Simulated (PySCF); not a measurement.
# C4H5F: NMR shifts at several levels of theory

How much do the NMR shifts of C4H5F (`C[C@@H]1C=C1F`) depend on the level of theory, and what does each level cost?

Computed with PySCF 2.14.0, with density-fitted response routines of our own, on a single molecule in the gas phase. Atoms are numbered from 0 throughout.

**1. The starting structure**

10 atoms, charge 0, multiplicity 1; geometry from: PBE0-D3(BJ)/def2-SVP.

Bonds of the start (Å): C0–C1 1.51, C1–C2 1.55, C2–C3 1.29, C3–F4 1.31, C3–C1 1.47, C0–H5 1.10, C0–H6 1.10, C0–H7 1.10, C1–H8 1.11, C2–H9 1.09.

**2. NMR shieldings: HF/pcSseg-2**

What the job is given:

```
{"job": {"kind": "nmr", "xc": "HF", "basis": "pcSseg-2", "pop": false}, "charge": 0, "multiplicity": 1}
C     -1.145122    -0.049038     0.592352
C      0.313766    -0.302339     0.284488
C      1.189697     0.762485    -0.416507
C      0.859933    -0.295027    -1.079127
F      0.928017    -0.972057    -2.195259
H     -1.258482     0.465429     1.560097
H     -1.708938    -0.993898     0.654564
H     -1.611070     0.577013    -0.184165
H      0.808110    -0.941537     1.038650
H      1.681969     1.721164    -0.289976
```

Level: GIAO HF/pcSseg-2 NMR shielding, non-relativistic, gas phase.

Run with:

```bash
OMP_NUM_THREADS=1 python probes_run.py task.json out
```

This one command runs all jobs of the session in turn.

Output:

```text
final grid: 83296 points
cycle   1  E = -253.7194258090  dE =  1.233e+00  |g| = 5.261e-01  |ddm| = 2.334e+00
cycle   2  E = -253.7804907634  dE = -6.106e-02  |g| = 2.610e-01  |ddm| = 4.474e-01
cycle   3  E = -253.7927997595  dE = -1.231e-02  |g| = 7.156e-02  |ddm| = 2.116e-01
cycle   4  E = -253.7943128313  dE = -1.513e-03  |g| = 1.342e-02  |ddm| = 8.314e-02
cycle   5  E = -253.7943842023  dE = -7.137e-05  |g| = 3.695e-03  |ddm| = 2.309e-02
cycle   6  E = -253.7943933210  dE = -9.119e-06  |g| = 1.459e-03  |ddm| = 9.741e-03
cycle   7  E = -253.7943947604  dE = -1.439e-06  |g| = 4.487e-04  |ddm| = 4.285e-03
cycle   8  E = -253.7943949625  dE = -2.021e-07  |g| = 1.967e-04  |ddm| = 1.170e-03
cycle   9  E = -253.7943949903  dE = -2.778e-08  |g| = 7.911e-05  |ddm| = 3.460e-04
cycle  10  E = -253.7943949973  dE = -7.008e-09  |g| = 3.591e-05  |ddm| = 1.955e-04
cycle  11  E = -253.7943949983  dE = -9.941e-10  |g| = 1.000e-05  |ddm| = 8.347e-05
converged SCF energy = -253.7943949983

GIAO shielding tensors (ppm)
atom      isotropic    diamagn.    paramagn.     s11        s22        s33       span
  0 C      165.954     238.608     -72.654    139.480    166.720    191.662     52.182
  1 C      167.419     242.525     -75.107    129.753    152.474    220.029     90.276
  2 C      108.449     259.490    -151.041     12.282    130.947    182.118    169.836
  3 C       33.792     254.710    -220.918   -114.483     86.466    129.392    243.875
  4 F      355.412     464.959    -109.547    224.644    323.698    517.892    293.248
  5 H       30.043      29.840       0.203     26.441     28.075     35.613      9.172
  6 H       30.076      29.663       0.413     26.319     27.913     35.995      9.675
  7 H       31.065      30.337       0.728     27.785     29.046     36.363      8.578
  8 H       29.267      30.194      -0.927     22.897     27.748     37.158     14.261
  9 H       25.989      30.721      -4.732     23.547     24.586     29.833      6.286
```

Wall time 8.4 s (1 thread of Arm Neoverse V2, shared host); peak memory 1 GiB.

Shifts follow as δ = σ(reference) − σ, with reference shieldings (ppm) from runs at the same level and on the same kind of geometry: ¹H TMS 31.68, ¹³C TMS 191.5, ¹⁹F CFCl3 245.3. The references are single molecules in the gas phase, so shifts against H2O, NH3, PH3, H3PO4 or CFCl3 are not on the usual liquid scales and can be off by tens of ppm. Atoms listed in one row are averaged.

```csv
atoms,environment,σ (ppm),δ (ppm)
C3,fully substituted alkene carbon,33.8,157.7
C2,alkene CH,108.4,83.0
C0,methyl carbon,166.0,25.5
C1,three-membered-ring carbon,167.4,24.1
H9,hydrogen on an alkene CH,25.99,5.69
H8,hydrogen on a three-membered-ring carbon,29.27,2.41
"H5, H6, H7",hydrogen on a methyl carbon,30.39,1.29
F4,vinylic fluorine,355.4,-110.1
```

Ring of atoms C1, C2, C3: NICS(0) -32.7, NICS(1) -5.7, NICS(1)zz -11.2 ppm (means of both faces).

In rings of three or four atoms NICS is ruled by the nearby σ bonds, so it says little on aromaticity.

**3. Nuclear shieldings: LDA/pcSseg-2**

The job, as its differences from that of step 2:

```diff
@@ -1,2 +1,2 @@
-{"job": {"kind": "nmr", "xc": "HF", "basis": "pcSseg-2", "pop": false}, "charge": 0, "multiplicity": 1}
+{"job": {"kind": "nmr", "xc": "LDA", "basis": "pcSseg-2", "pop": false}, "charge": 0, "multiplicity": 1}
 C     -1.145122    -0.049038     0.592352
```

Level: GIAO LDA/pcSseg-2 NMR shielding, non-relativistic, gas phase.

Output:

```text
coarse grid: 8536 points
cycle   1  E = -253.1157190996  dE =  6.113e-01  |g| = 6.118e-01  |ddm| = 2.583e+00
cycle   2  E = -252.9729234514  dE =  1.428e-01  |g| = 9.729e-01  |ddm| = 1.225e+00
cycle   3  E = -253.1842201793  dE = -2.113e-01  |g| = 2.500e-01  |ddm| = 8.262e-01
cycle   4  E = -253.1988528107  dE = -1.463e-02  |g| = 7.686e-02  |ddm| = 2.416e-01
cycle   5  E = -253.1999632815  dE = -1.110e-03  |g| = 2.443e-02  |ddm| = 5.850e-02
cycle   6  E = -253.2000943775  dE = -1.311e-04  |g| = 5.924e-03  |ddm| = 2.555e-02
cycle   7  E = -253.2001024065  dE = -8.029e-06  |g| = 1.183e-03  |ddm| = 5.594e-03
final grid: 83296 points
cycle   8  E = -253.1971213182  dE = -8.313e-05  |g| = 4.097e-03  |ddm| = 4.633e-02
cycle   9  E = -253.1971151105  dE =  6.208e-06  |g| = 6.639e-03  |ddm| = 6.887e-03
cycle  10  E = -253.1971248611  dE = -9.751e-06  |g| = 1.033e-03  |ddm| = 4.321e-03
cycle  11  E = -253.1971250452  dE = -1.841e-07  |g| = 4.279e-04  |ddm| = 1.001e-03
cycle  12  E = -253.1971250782  dE = -3.298e-08  |g| = 2.568e-04  |ddm| = 4.337e-04
cycle  13  E = -253.1971250917  dE = -1.349e-08  |g| = 2.167e-05  |ddm| = 1.863e-04
cycle  14  E = -253.1971250918  dE = -7.998e-11  |g| = 1.211e-05  |ddm| = 3.590e-05
converged SCF energy = -253.1971250918

GIAO shielding tensors (ppm)
atom      isotropic    diamagn.    paramagn.     s11        s22        s33       span
  0 C      156.495     242.692     -86.197    127.879    154.357    187.248     59.369
  1 C      144.062     245.110    -101.048    102.374    134.716    195.096     92.722
  2 C       95.235     259.440    -164.204     13.552    110.817    161.337    147.785
  3 C        8.719     253.609    -244.890   -117.383     45.869     97.671    215.054
  4 F      295.006     465.699    -170.693    149.942    235.820    499.256    349.314
  5 H       29.204      29.343      -0.139     25.765     27.440     34.407      8.642
  6 H       29.210      29.282      -0.072     25.567     27.204     34.859      9.292
  7 H       30.296      29.437       0.858     27.508     28.311     35.068      7.560
  8 H       27.976      29.617      -1.641     22.057     26.990     34.881     12.824
  9 H       25.641      30.834      -5.192     23.484     24.881     28.559      5.076
```

Run time: 20 s. Hardware: 1 thread of Arm Neoverse V2, shared host; peak memory 0.76 GiB.

This run: δ C3 171.6, C2 85.0, C1 36.2, C0 23.8, H9 5.13, H8 2.80 ppm.

**4. NMR shieldings: PBE/pcSseg-2**

The job, as its differences from that of step 3:

```diff
@@ -1,2 +1,2 @@
-{"job": {"kind": "nmr", "xc": "LDA", "basis": "pcSseg-2", "pop": false}, "charge": 0, "multiplicity": 1}
+{"job": {"kind": "nmr", "xc": "PBE", "basis": "pcSseg-2", "pop": false}, "charge": 0, "multiplicity": 1}
 C     -1.145122    -0.049038     0.592352
```

Method: GIAO PBE/pcSseg-2 NMR shielding, non-relativistic, gas phase.

Output:

```text
coarse grid: 8536 points
cycle   1  E = -254.8912556873  dE =  6.242e-01  |g| = 5.977e-01  |ddm| = 2.249e+00
cycle   2  E = -254.7681069365  dE =  1.231e-01  |g| = 9.296e-01  |ddm| = 1.212e+00
cycle   3  E = -254.9574995050  dE = -1.894e-01  |g| = 2.269e-01  |ddm| = 7.958e-01
cycle   4  E = -254.9694414071  dE = -1.194e-02  |g| = 7.559e-02  |ddm| = 2.236e-01
cycle   5  E = -254.9705570245  dE = -1.116e-03  |g| = 2.313e-02  |ddm| = 5.744e-02
cycle   6  E = -254.9706717518  dE = -1.147e-04  |g| = 5.627e-03  |ddm| = 2.278e-02
cycle   7  E = -254.9706787054  dE = -6.954e-06  |g| = 1.295e-03  |ddm| = 5.039e-03
final grid: 83296 points
cycle   8  E = -254.9738626779  dE = -1.035e-04  |g| = 1.148e-02  |ddm| = 5.395e-02
cycle   9  E = -254.9738013114  dE =  6.137e-05  |g| = 2.060e-02  |ddm| = 2.064e-02
cycle  10  E = -254.9738922258  dE = -9.091e-05  |g| = 3.003e-03  |ddm| = 1.286e-02
cycle  11  E = -254.9738937487  dE = -1.523e-06  |g| = 5.472e-04  |ddm| = 2.920e-03
cycle  12  E = -254.9738937641  dE = -1.543e-08  |g| = 4.561e-04  |ddm| = 6.385e-04
cycle  13  E = -254.9738938166  dE = -5.250e-08  |g| = 5.534e-05  |ddm| = 3.306e-04
cycle  14  E = -254.9738938172  dE = -6.146e-10  |g| = 2.693e-05  |ddm| = 7.894e-05
converged SCF energy = -254.9738938172

GIAO shielding tensors (ppm)
atom      isotropic    diamagn.    paramagn.     s11        s22        s33       span
  0 C      154.563     242.723     -88.160    127.390    152.325    183.974     56.584
  1 C      143.657     247.117    -103.460    103.878    132.965    194.127     90.249
  2 C       99.162     260.739    -161.578     21.005    114.764    161.716    140.711
  3 C       14.586     255.092    -240.505   -106.807     49.968    100.598    207.405
  4 F      293.951     466.437    -172.486    148.460    245.739    487.652    339.192
  5 H       29.599      29.753      -0.154     26.306     27.883     34.608      8.302
  6 H       29.594      29.690      -0.096     26.091     27.659     35.031      8.940
  7 H       30.667      30.400       0.267     27.978     28.776     35.247      7.269
  8 H       28.423      30.293      -1.870     22.611     27.484     35.174     12.563
  9 H       26.094      30.718      -4.624     23.935     25.391     28.956      5.021
```

Wall time 24 s (1 thread of Arm Neoverse V2, shared host); peak memory 0.9 GiB.

Key values: δ C3 164.8, C2 80.2, C1 35.7, C0 24.8, H9 5.08, H8 2.76 ppm.

**5. Shielding tensors: BLYP/pcSseg-2**

The job, as its differences from that of step 4:

```diff
@@ -1,2 +1,2 @@
-{"job": {"kind": "nmr", "xc": "PBE", "basis": "pcSseg-2", "pop": false}, "charge": 0, "multiplicity": 1}
+{"job": {"kind": "nmr", "xc": "BLYP", "basis": "pcSseg-2", "pop": false}, "charge": 0, "multiplicity": 1}
 C     -1.145122    -0.049038     0.592352
```

With the program's defaults for keys left out, this is: GIAO BLYP/pcSseg-2 NMR shielding, non-relativistic, gas phase.

Output:

```text
coarse grid: 8536 points
cycle   1  E = -255.1002047532  dE =  6.241e-01  |g| = 6.345e-01  |ddm| = 2.227e+00
cycle   2  E = -254.9570122359  dE =  1.432e-01  |g| = 1.002e+00  |ddm| = 1.355e+00
cycle   3  E = -255.1754969629  dE = -2.185e-01  |g| = 2.178e-01  |ddm| = 8.971e-01
cycle   4  E = -255.1860489606  dE = -1.055e-02  |g| = 8.621e-02  |ddm| = 2.287e-01
cycle   5  E = -255.1875402347  dE = -1.491e-03  |g| = 2.591e-02  |ddm| = 6.597e-02
cycle   6  E = -255.1876792994  dE = -1.391e-04  |g| = 6.745e-03  |ddm| = 2.527e-02
cycle   7  E = -255.1876890102  dE = -9.711e-06  |g| = 1.662e-03  |ddm| = 5.886e-03
final grid: 83296 points
cycle   8  E = -255.1946370322  dE = -9.248e-05  |g| = 9.747e-03  |ddm| = 5.519e-02
cycle   9  E = -255.1945885030  dE =  4.853e-05  |g| = 1.845e-02  |ddm| = 1.642e-02
cycle  10  E = -255.1946563225  dE = -6.782e-05  |g| = 2.238e-03  |ddm| = 1.128e-02
cycle  11  E = -255.1946571769  dE = -8.544e-07  |g| = 5.630e-04  |ddm| = 2.262e-03
cycle  12  E = -255.1946571934  dE = -1.651e-08  |g| = 4.812e-04  |ddm| = 6.623e-04
cycle  13  E = -255.1946572513  dE = -5.791e-08  |g| = 6.144e-05  |ddm| = 3.589e-04
cycle  14  E = -255.1946572521  dE = -8.062e-10  |g| = 2.912e-05  |ddm| = 9.157e-05
converged SCF energy = -255.1946572521

GIAO shielding tensors (ppm)
atom      isotropic    diamagn.    paramagn.     s11        s22        s33       span
  0 C      149.301     240.258     -90.957    121.377    147.097    179.428     58.051
  1 C      138.709     244.521    -105.812     98.616    127.518    189.995     91.379
  2 C       95.114     258.956    -163.842     17.615    109.334    158.394    140.780
  3 C        9.052     253.601    -244.549   -114.391     45.911     95.637    210.028
  4 F      294.404     467.353    -172.949    150.300    248.575    484.337    334.038
  5 H       29.754      29.923      -0.168     26.608     28.123     34.533      7.925
  6 H       29.739      29.902      -0.163     26.378     27.893     34.946      8.569
  7 H       30.829      30.347       0.483     28.287     29.050     35.151      6.863
  8 H       28.611      30.355      -1.744     22.924     27.806     35.103     12.179
  9 H       26.248      30.921      -4.673     24.219     25.652     28.873      4.654
```

It took 24 s on 1 thread of Arm Neoverse V2, shared host; peak memory 0.9 GiB.

This run: δ C3 166.0, C2 79.9, C1 36.3, C0 25.7, H9 5.13, H8 2.77 ppm.

**6. Nuclear shieldings: BP86/pcSseg-2**

The job, as its differences from that of step 5:

```diff
@@ -1,2 +1,2 @@
-{"job": {"kind": "nmr", "xc": "BLYP", "basis": "pcSseg-2", "pop": false}, "charge": 0, "multiplicity": 1}
+{"job": {"kind": "nmr", "xc": "BP86", "basis": "pcSseg-2", "pop": false}, "charge": 0, "multiplicity": 1}
 C     -1.145122    -0.049038     0.592352
```

Level: GIAO BP86/pcSseg-2 NMR shielding, non-relativistic, gas phase.

Output:

```text
coarse grid: 8536 points
cycle   1  E = -255.1911072787  dE =  6.252e-01  |g| = 5.979e-01  |ddm| = 2.253e+00
cycle   2  E = -255.0763725820  dE =  1.147e-01  |g| = 9.196e-01  |ddm| = 1.150e+00
cycle   3  E = -255.2564867665  dE = -1.801e-01  |g| = 2.201e-01  |ddm| = 7.565e-01
cycle   4  E = -255.2677320124  dE = -1.125e-02  |g| = 7.547e-02  |ddm| = 2.162e-01
cycle   5  E = -255.2688606213  dE = -1.129e-03  |g| = 2.308e-02  |ddm| = 5.624e-02
cycle   6  E = -255.2689726550  dE = -1.120e-04  |g| = 5.491e-03  |ddm| = 2.202e-02
cycle   7  E = -255.2689790200  dE = -6.365e-06  |g| = 1.521e-03  |ddm| = 4.804e-03
final grid: 83296 points
cycle   8  E = -255.2714289701  dE = -1.002e-04  |g| = 5.728e-03  |ddm| = 5.479e-02
cycle   9  E = -255.2714139926  dE =  1.498e-05  |g| = 9.481e-03  |ddm| = 1.075e-02
cycle  10  E = -255.2714364533  dE = -2.246e-05  |g| = 1.818e-03  |ddm| = 6.979e-03
cycle  11  E = -255.2714371538  dE = -7.005e-07  |g| = 5.963e-04  |ddm| = 1.654e-03
cycle  12  E = -255.2714372205  dE = -6.672e-08  |g| = 3.434e-04  |ddm| = 6.464e-04
cycle  13  E = -255.2714372424  dE = -2.187e-08  |g| = 3.550e-05  |ddm| = 2.480e-04
cycle  14  E = -255.2714372426  dE = -1.924e-10  |g| = 2.262e-05  |ddm| = 5.594e-05
converged SCF energy = -255.2714372426

GIAO shielding tensors (ppm)
atom      isotropic    diamagn.    paramagn.     s11        s22        s33       span
  0 C      154.263     242.409     -88.146    127.343    152.283    183.162     55.819
  1 C      143.582     245.765    -102.183    103.873    132.813    194.062     90.189
  2 C       99.134     259.605    -160.471     21.107    114.522    161.774    140.667
  3 C       14.896     255.010    -240.114   -106.369     50.192    100.865    207.234
  4 F      295.751     465.661    -169.910    150.440    247.378    489.437    338.997
  5 H       29.653      29.784      -0.131     26.379     27.943     34.637      8.258
  6 H       29.652      29.724      -0.072     26.177     27.723     35.055      8.878
  7 H       30.717      30.287       0.430     28.034     28.839     35.279      7.245
  8 H       28.503      30.151      -1.648     22.723     27.561     35.226     12.503
  9 H       26.138      30.920      -4.783     23.994     25.440     28.979      4.986
```

Wall time 24 s (1 thread of Arm Neoverse V2, shared host); peak memory 0.9 GiB.

This run: δ C3 164.3, C2 80.0, C1 35.6, C0 24.9, H9 5.10, H8 2.73 ppm.

**7. NMR shieldings: OPBE/pcSseg-2**

The job, as its differences from that of step 6:

```diff
@@ -1,2 +1,2 @@
-{"job": {"kind": "nmr", "xc": "BP86", "basis": "pcSseg-2", "pop": false}, "charge": 0, "multiplicity": 1}
+{"job": {"kind": "nmr", "xc": "OPBE", "basis": "pcSseg-2", "pop": false}, "charge": 0, "multiplicity": 1}
 C     -1.145122    -0.049038     0.592352
```

Method: GIAO OPBE/pcSseg-2 NMR shielding, non-relativistic, gas phase.

Output:

```text
coarse grid: 8536 points
cycle   1  E = -255.0967485326  dE =  6.156e-01  |g| = 5.732e-01  |ddm| = 2.250e+00
cycle   2  E = -255.0090723266  dE =  8.768e-02  |g| = 8.431e-01  |ddm| = 1.218e+00
cycle   3  E = -255.1594244000  dE = -1.504e-01  |g| = 1.837e-01  |ddm| = 7.673e-01
cycle   4  E = -255.1667583989  dE = -7.334e-03  |g| = 7.659e-02  |ddm| = 1.871e-01
cycle   5  E = -255.1680068001  dE = -1.248e-03  |g| = 2.293e-02  |ddm| = 6.104e-02
cycle   6  E = -255.1681181350  dE = -1.113e-04  |g| = 5.370e-03  |ddm| = 2.034e-02
cycle   7  E = -255.1681242205  dE = -6.086e-06  |g| = 1.440e-03  |ddm| = 4.692e-03
final grid: 83296 points
cycle   8  E = -255.1592423326  dE = -2.304e-04  |g| = 1.393e-02  |ddm| = 9.925e-02
cycle   9  E = -255.1591735516  dE =  6.878e-05  |g| = 2.307e-02  |ddm| = 3.099e-02
cycle  10  E = -255.1592701737  dE = -9.662e-05  |g| = 5.809e-03  |ddm| = 2.055e-02
cycle  11  E = -255.1592787661  dE = -8.592e-06  |g| = 7.940e-04  |ddm| = 4.167e-03
cycle  12  E = -255.1592788479  dE = -8.187e-08  |g| = 4.621e-04  |ddm| = 7.716e-04
cycle  13  E = -255.1592788978  dE = -4.991e-08  |g| = 6.179e-05  |ddm| = 3.897e-04
cycle  14  E = -255.1592788984  dE = -5.706e-10  |g| = 3.698e-05  |ddm| = 7.602e-05
cycle  15  E = -255.1592788987  dE = -2.735e-10  |g| = 7.856e-06  |ddm| = 3.313e-05
converged SCF energy = -255.1592788987

GIAO shielding tensors (ppm)
atom      isotropic    diamagn.    paramagn.     s11        s22        s33       span
  0 C      160.391     246.397     -86.006    136.118    157.609    187.446     51.328
  1 C      149.294     252.710    -103.416    111.341    138.226    198.314     86.973
  2 C      107.340     264.421    -157.081     31.518    124.454    166.049    134.531
  3 C       27.175     258.361    -231.186    -87.421     58.429    110.517    197.938
  4 F      298.464     467.648    -169.184    153.371    258.082    483.939    330.568
  5 H       29.673      29.787      -0.114     26.291     27.864     34.865      8.574
  6 H       29.674      29.667       0.007     26.092     27.664     35.264      9.172
  7 H       30.670      31.214      -0.544     27.807     28.715     35.487      7.680
  8 H       28.459      30.925      -2.466     22.577     27.362     35.439     12.861
  9 H       26.182      30.391      -4.209     23.855     25.390     29.299      5.444
```

Wall time 25 s (1 thread of Arm Neoverse V2, shared host); peak memory 0.73 GiB.

Key values: δ C3 157.2, C2 77.1, C1 35.1, C0 24.0, H9 5.02, H8 2.74 ppm.

**8. Shielding tensors: KT2/pcSseg-2**

The job, as its differences from that of step 7:

```diff
@@ -1,2 +1,2 @@
-{"job": {"kind": "nmr", "xc": "OPBE", "basis": "pcSseg-2", "pop": false}, "charge": 0, "multiplicity": 1}
+{"job": {"kind": "nmr", "xc": "KT2", "basis": "pcSseg-2", "pop": false}, "charge": 0, "multiplicity": 1}
 C     -1.145122    -0.049038     0.592352
```

Method: GIAO KT2/pcSseg-2 NMR shielding, non-relativistic, gas phase.

Output:

```text
coarse grid: 8536 points
cycle   1  E = -259.2294571006  dE =  6.546e-01  |g| = 6.470e-01  |ddm| = 2.472e+00
cycle   2  E = -259.1240793424  dE =  1.054e-01  |g| = 9.878e-01  |ddm| = 1.314e+00
cycle   3  E = -259.3079124028  dE = -1.838e-01  |g| = 1.332e-01  |ddm| = 8.554e-01
cycle   4  E = -259.3111835900  dE = -3.271e-03  |g| = 4.702e-02  |ddm| = 1.341e-01
cycle   5  E = -259.3116192650  dE = -4.357e-04  |g| = 2.436e-02  |ddm| = 4.975e-02
cycle   6  E = -259.3117515162  dE = -1.323e-04  |g| = 7.351e-03  |ddm| = 2.128e-02
cycle   7  E = -259.3117634827  dE = -1.197e-05  |g| = 2.315e-03  |ddm| = 6.815e-03
cycle   8  E = -259.3117646084  dE = -1.126e-06  |g| = 4.893e-04  |ddm| = 2.437e-03
final grid: 83296 points
cycle   9  E = -259.3209863122  dE = -3.231e-04  |g| = 2.373e-02  |ddm| = 2.443e-01
cycle  10  E = -259.3206705275  dE =  3.158e-04  |g| = 4.895e-02  |ddm| = 4.019e-02
cycle  11  E = -259.3210714902  dE = -4.010e-04  |g| = 4.840e-03  |ddm| = 2.933e-02
cycle  12  E = -259.3210768587  dE = -5.369e-06  |g| = 1.625e-03  |ddm| = 4.736e-03
cycle  13  E = -259.3210774514  dE = -5.926e-07  |g| = 4.740e-04  |ddm| = 1.414e-03
cycle  14  E = -259.3210775076  dE = -5.625e-08  |g| = 7.300e-05  |ddm| = 4.450e-04
cycle  15  E = -259.3210775087  dE = -1.051e-09  |g| = 2.838e-05  |ddm| = 8.918e-05
cycle  16  E = -259.3210775089  dE = -2.029e-10  |g| = 6.698e-06  |ddm| = 2.955e-05
converged SCF energy = -259.3210775089

GIAO shielding tensors (ppm)
atom      isotropic    diamagn.    paramagn.     s11        s22        s33       span
  0 C      156.931     242.861     -85.930    129.061    155.005    186.725     57.664
  1 C      146.014     247.309    -101.295    107.838    136.126    194.078     86.240
  2 C      107.142     261.400    -154.258     37.138    119.803    164.485    127.348
  3 C       25.153     257.193    -232.039    -88.503     56.547    107.416    195.920
  4 F      296.137     465.124    -168.988    147.831    259.660    480.919    333.088
  5 H       29.583      29.844      -0.261     26.288     27.843     34.616      8.328
  6 H       29.545      29.754      -0.209     26.012     27.597     35.026      9.014
  7 H       30.671      30.706      -0.035     28.042     28.800     35.171      7.129
  8 H       28.316      29.799      -1.483     22.419     27.541     34.988     12.569
  9 H       26.096      30.066      -3.970     23.925     25.260     29.101      5.176
```

Run time: 26 s. Hardware: 1 thread of Arm Neoverse V2, shared host; peak memory 0.73 GiB.

Key values: δ C3 157.1, C2 75.1, C1 36.3, C0 25.4, H9 5.08, H8 2.86 ppm.

(Part 1 of 2 ends here.)
